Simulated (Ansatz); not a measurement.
# C5H6: up Jacob's ladder to CCSD(T)

An exercise on one series of results from a longer session: the logs are not shown, and one member is left open.

Computed with Ansatz 0.2.0, Gaussian basis. Level: functionals in def2-TZVPP, the program's frozen cores in correlated methods.

Levels to be run: LDA (SPW92), PBE-D4, revPBE-D4, BLYP-D4, r2SCAN-D4, B97M-V, PBE0-D4, B3LYP-D4, r2SCANh-D4, r2SCAN0-D4, HSE06-D4, BHLYP-D4, CAM-B3LYP-D4, LC-ωPBE, ωB97X-V, ωB97M-V, B2PLYP, PBE-QIDH; CCSD(T)/def2-SVP; MP2/def2-TZVPP; RPA on PBE.

2 further runs of the same task are left out: 2 that didn't finish.

### The relaxed structure

An earlier PBE0-D4 in a triple-zeta def2 set relaxation fixed the geometry.

11 atoms, charge 0, spin multiplicity 1.

Atoms are counted from 1 here; the program's logs count them from 0.

Bond lengths: C1–C2 1.327 Å, C1–H6 1.082 Å, C1–H7 1.082 Å, C2–C3 1.430 Å, C2–C4 1.433 Å, C3–C4 1.317 Å, C3–H8 1.079 Å, C4–C5 1.466 Å, C5–H9 1.094 Å, C5–H10 1.090 Å, C5–H11 1.094 Å. Angles: C2–C1–H6 121.0°, C2–C1–H7 120.8°, H6–C1–H7 118.2°, C1–C2–C3 153.0°, C1–C2–C4 152.2°, C3–C2–C4 54.8°, C2–C3–C4 62.7°, C2–C3–H8 149.1°, C4–C3–H8 148.2°, C2–C4–C3 62.5°, C2–C4–C5 147.3°, C3–C4–C5 150.2°, C4–C5–H9 109.9°, C4–C5–H10 111.9°, C4–C5–H11 109.8°, H9–C5–H10 109.2°, H9–C5–H11 106.7°, H10–C5–H11 109.2°.

The first run:

in.yaml

```yaml
crystal:
  periodic: [false, false, false]
  atoms:
    - {symbol: C, position_ang: [-1.519058, 0.832051, 1.243629]}
    - {symbol: C, position_ang: [-0.599051, 0.009423, 0.756060]}
    - {symbol: C, position_ang: [0.170544, -1.195463, 0.772499]}
    - {symbol: C, position_ang: [0.397121, -0.348037, -0.209739]}
    - {symbol: C, position_ang: [1.120628, 0.021048, -1.429909]}
    - {symbol: H, position_ang: [-2.069002, 0.584037, 2.142197]}
    - {symbol: H, position_ang: [-1.739869, 1.770508, 0.751654]}
    - {symbol: H, position_ang: [0.407441, -2.135749, 1.244654]}
    - {symbol: H, position_ang: [1.634571, 0.975083, -1.282918]}
    - {symbol: H, position_ang: [1.849095, -0.737784, -1.717064]}
    - {symbol: H, position_ang: [0.412780, 0.167783, -2.250563]}
basis:
  gaussian: {orbitals: def2-TZVPP}
hamiltonian: {xc: lda}
output: {orbitals: {seedname: orbitals}}
```

Command:

```bash
> ansatz run in.yaml --threads 2 --pin off --events-out ev --progress --plain --max-ram 4352MiB
```

Among the steps run: LDA; PBE-D4 (GGA); revPBE-D4 (GGA); BLYP-D4 (GGA); r2SCAN-D4 (meta-GGA); B97M-V (meta-GGA); PBE0-D4 (hybrid); B3LYP-D4 (hybrid); r2SCANh-D4 (hybrid); r2SCAN0-D4 (hybrid); HSE06-D4 (hybrid); BHLYP-D4 (hybrid); CAM-B3LYP-D4 (range-separated); LC-ωPBE (range-separated); ωB97X-V (range-separated); ωB97M-V (range-separated); B2PLYP (double hybrid); PBE-QIDH (double hybrid).

One of the session's tables, all rows but one given; the rest of the session is left out.

It belongs to the step «Frontier levels by functional». 

```
  functional  HOMO (eV)  gap (eV)
 LDA (SPW92)      -4.92      3.48
      PBE-D4          ?         ?
   revPBE-D4      -4.67      3.53
     BLYP-D4      -4.57      3.49
   r2SCAN-D4      -4.85      3.91
      B97M-V      -4.83      4.00
     PBE0-D4      -5.74      5.61
    B3LYP-D4      -5.53      5.15
  r2SCANh-D4      -5.24      4.69
  r2SCAN0-D4      -5.83      5.85
    HSE06-D4      -5.34      4.82
    BHLYP-D4      -6.58      7.61
CAM-B3LYP-D4      -7.00      8.05
     LC-ωPBE      -8.33     10.60
     ωB97X-V      -7.95     10.13
     ωB97M-V      -7.87      9.91
```

Q: Estimate the row for PBE-D4 from the others.

The run gave: HOMO (eV): -4.73; gap (eV): 3.52. In the column «HOMO (eV)» it lies between B97M-V (-4.83) and revPBE-D4 (-4.67).
